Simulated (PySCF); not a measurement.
# How the method changes the constants of NH⁺

State: ⁴Σ⁻ (quartet), unpaired electrons σ ↑, π ↑↑. Set-up: basis H def2-TZVP, N def2-TZVP; no relativity; PySCF 2.14. De refers to H⁺ + N in their high-spin ground configurations, without counterpoise correction. The functionals are run spin-unrestricted. A positive dipole points towards N; it is taken about the centre of mass and depends on that origin.

```
      Level  Re (Å)  ωe (cm⁻¹)  De (eV)  μ (D)
        UHF   1.063       2995     3.85  -1.56
    UHF-MP2   1.089       2749     3.62    n/a
UHF-SCS-MP2   1.093       2719     3.62    n/a
   UHF-CCSD   1.095       2716     3.63    n/a
UHF-CCSD(T)   1.097       2697     3.63    n/a
        PBE   1.115       2495     3.69  -1.81
     revPBE   1.113       2512     3.76  -1.78
       PW91   1.114       2507     3.69  -1.81
     r²SCAN   1.094       2681     3.81  -1.69
       PBE0   1.099       2640     3.71  -1.76
    r²SCAN0   1.087       2748     3.78  -1.68
  CAM-B3LYP   1.116       2503     3.50  -1.90
```

Question: Which functional lies closest to UHF-CCSD(T) in De, which farthest, and by how much do they differ from it?

Answer: Closest is PBE (+1.8 pm in Re, -7.5 % in ωe, +0.06 eV in De against UHF-CCSD(T) in the same basis), farthest r²SCAN (-0.3 pm in Re, -0.6 % in ωe, +0.18 eV in De). CCSD(T) converges more slowly with the basis than the functionals do and binds too weakly in this one, so the order can change at the basis-set limit.

Question: What does the step from GGA to meta-GGA do here, going from PBE to r²SCAN?

Answer: r²SCAN less PBE: -2.1 pm in Re, +7.5 % in ωe, +0.12 eV in De. 

Question: What does second-order correlation do here, going from UHF to UHF-MP2?

Answer: UHF-MP2 less UHF: +2.6 pm in Re, -8.2 % in ωe, -0.23 eV in De. The bond lengthens, as in strong covalent bonds, where excitations into antibonding orbitals dominate.

Correlated steps freeze 1 core orbital. For an ion De counts to the pair picked by the measured ionisation energies or electron affinities, which need not be the lowest pair at this level. The state is the lowest determinant that a PBE0 search found; another state may lie lower at other levels.

The whole job (state search and all levels along the bond) took about 0.72 min on 1 thread of Arm Neoverse V2 (shared host), peak memory 0.43 GiB.
